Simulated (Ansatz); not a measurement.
**BNH₃ (doublet): wave-function methods side by side at distance B1–N2 = 1.926 Å, cc-pVDZ**

The task here is to estimate one member of a computed series from the others.

Program: Ansatz 0.2.0, Gaussian basis. Level of theory: cc-pVDZ, core rule «outside noble gas», up to 2 orbitals frozen. These are calculated values, not measurements.

Plan: UHF; CCSD(T) on ROHF; CCSD(T) on UHF; BCCD(T) on ROHF; CISD; CCSDT(Q) on ROHF; CCSDT(Q) on UHF; CASSCF and MRCISD+Q, 3 electrons in 3 orbitals; CASSCF and NEVPT2, 3 electrons in 3 orbitals.

23 further runs of the same task are left out: 2 for a mislabelled method, 11 that didn't finish, 10 set aside as unsound or not needed.

**The geometry**

The geometry derives from a PBE0/def2-TZVP stationary point (not a proven minimum). One bond is set to the value named and the two fragments are kept rigid.

5 atoms, charge 0, spin multiplicity 2.

Atoms are counted from 1 here; the program's logs count them from 0.

Bond lengths: B1–H3 1.195 Å, N2–H4 1.011 Å, N2–H5 1.007 Å. Angles: H4–N2–H5 113.1°.

Set-up of the first run:

in.yaml reads:

```yaml
crystal:
  periodic: [false, false, false]
  atoms:
    - {symbol: B, position_ang: [0.000000, -0.236933, 1.099055]}
    - {symbol: N, position_ang: [0.000000, 0.109565, -0.795521]}
    - {symbol: H, position_ang: [0.000000, 0.600689, 1.951774]}
    - {symbol: H, position_ang: [0.000000, 1.037884, -1.195733]}
    - {symbol: H, position_ang: [0.000000, -0.619825, -1.489479]}
basis:
  gaussian: {orbitals: cc-pVDZ}
magnetization: {spin_polarized: true, initial_magnetization: 1}
hamiltonian: {xc: hf}
output: {orbitals: {seedname: orbitals}}
```

Command:

```sh
$ ansatz run in.yaml --threads 1 --pin off --events-out ev --progress --plain --max-ram 2393MiB
```

Among the steps run: UHF; CCSD(T) on ROHF; CCSD(T) on UHF; BCCD(T) on ROHF; CISD; CCSDT(Q) on ROHF; CCSDT(Q) on UHF; CASSCF and MRCISD+Q, 3 electrons in 3 orbitals; CASSCF and NEVPT2, 3 electrons in 3 orbitals.

One of the session's tables, all rows but one given; the rest of the session is left out.

```
       method  from UCCSDT(Q) (meV)
         ROHF               +7729.6
          UHF               +7698.8
         RMP2               +1049.7
         UMP2               +1036.8
         CISD                +907.1
        RCCSD                +338.9
        UCCSD                +339.0
     RCCSD(T)                 +73.7
     UCCSD(T)                 +73.3
      BCCD(T)                 +76.5
       RCCSDT                 +33.7
       UCCSDT                 +33.9
    RCCSDT(Q)                 +10.9
    UCCSDT(Q)                     0
  CASSCF pair               +7094.1
  NEVPT2 pair               +1082.6
  MRCISD pair                +790.0
MRCISD+Q pair                     ?
```

Q: Estimate the row for MRCISD+Q pair from the others.

**Answer.** from UCCSDT(Q) (meV): +174.7. In the column «from UCCSDT(Q) (meV)» it lies between BCCD(T) (+76.5) and RCCSD (+338.9).

Limits of these values: Restricted and unrestricted rows rest on different reference determinants; where their highest levels disagree by more than a few hundredths of an eV, they describe different states and don't form one ladder.
